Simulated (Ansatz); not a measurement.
# Al2⁺, doublet: reading a ladder of total energies

Geometry: that of the Al2⁺, quartet, kept fixed.

```yaml
atoms:
  - { symbol: Al, position_ang: [0.0000, 0.0000, 0.0000] }
  - { symbol: Al, position_ang: [0.0000, 0.0000, 2.5086] }
```

Basis cc-pVTZ; Ansatz 0.2.0. Correlated methods freeze the noble-gas cores, which leaves 5 electrons in 58 orbitals. Prefix R: restricted or restricted open-shell reference; prefix U: unrestricted.

Full CI is exact within this basis and frozen core; it isn't the basis-set limit. The frozen core follows each run's orbitals, which can shift R against U totals by a few meV.

UCCSD has a T1 diagnostic of 0.025 and a largest doubles amplitude of 0.16.

The cluster runs stand on a determinant 0.23 eV above the lowest UHF solution, chosen by a search with trial CCSD; the correlation energy below is counted from it.

Runs differ by some tens of microhartree through their thresholds and, for an open shell, their frozen cores, so the step to full CI, which has another core, is uncertain by up to 0.1 kcal/mol.

| level | total energy (hartree) |
| --- | --- |
| UHF determinant under the cluster runs | -483.555521 |
| UMP2 | -483.639006 |
| UCCSD | -483.663440 |
| UCCSD(T) | -483.669194 |
| UCCSDT | -483.670808 |
| UCCSDT(Q) | -483.671128 |
| full CI | -483.671008 |

Task: What is the correlation energy at full CI, and what share of it do UMP2 and UCCSDT recover?

Result: E(corr) = -483.671008 − (-483.555521) = -0.115487 hartree = -3.143 eV. UMP2: -0.083485 / -0.115487 = 72.29 %. UCCSDT: -0.115287 / -0.115487 = 99.83 %.

Task: By how many kcal/mol does UCCSD(T) miss full CI (1 hartree = 627.509 kcal/mol), and which steps make up the rest?

Result: -483.669194 − (-483.671008) = 0.001814 hartree = 1.14 kcal/mol. Steps: UCCSDT − UCCSD(T) = -1.01, UCCSDT(Q) − UCCSDT = -0.20, full CI − UCCSDT(Q) = 0.08 kcal/mol. With more than one leading determinant such errors change with state and geometry, and needn't cancel in differences.
